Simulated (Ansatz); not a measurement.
Basis-set extrapolation for C$_{7}$H$_{8}$ (`C1=CC=CCC=C1`) (PBE0-D4/def2-TZVP geometry, frozen core, Ansatz). Multiplicity 1, RHF reference.

|  | def2-TZVPP | def2-QZVPP |
| --- | --- | --- |
| HF | -269.778974 | -269.790560 |
| MP2 correlation | -1.124654 | -1.195193 |
| CCSD(T) correlation | -1.223121 | not run |

Energies in hartree. Use E(X) = E(∞) + A·exp(−7.88·√X) for Hartree–Fock and E(X) = E(∞) + B·X^(−2.97) for correlation, with X = 3 and 4, and add CCSD(T) minus MP2 of the smaller set to the MP2 limit.

Question: What is the CCSD(T) energy at the basis-set limit?

Answer: HF limit: -269.790560 + (-0.011586) × 0.13774 = -269.79216. MP2 limit: -1.195193 + (-0.070539) × 0.74074 = -1.24744. Higher-order term: -1.223121 − (-1.124654) = -0.09847. Total: -271.13807 hartree, 357.0 kJ/mol below CCSD(T)/def2-TZVPP.
